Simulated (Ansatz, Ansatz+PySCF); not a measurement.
| atom | x (Å) | y (Å) | z (Å) |
| --- | --- | --- | --- |
| O | 0.0087 | -0.0004 | 0.0794 |
| H | 0.9508 | 0.0062 | -0.1992 |
| H | -0.4662 | 0.8102 | -0.1930 |
| H | -0.4707 | -0.8071 | -0.1957 |

RHF-MP2 on singlet H3O(+) was run in several spherical basis sets with Ansatz (development build ahead of 0.2.0). Frozen core: 1 orbital.

Problem. Rank the basis sets by the total energy that they give, lowest first, with the distance from the lowest.
A. cc-pVTZ
B. STO-3G
C. 6-31G(d)
D. def2-SVP
E. cc-pVDZ
F. def2-TZVP

Solution. A (0.00 eV), F (0.24 eV), E (2.22 eV), C (3.40 eV), D (4.00 eV), B (33.15 eV).

Totals follow the description of the cores as much as that of the bonds, so this order isn't one of quality for chemistry.
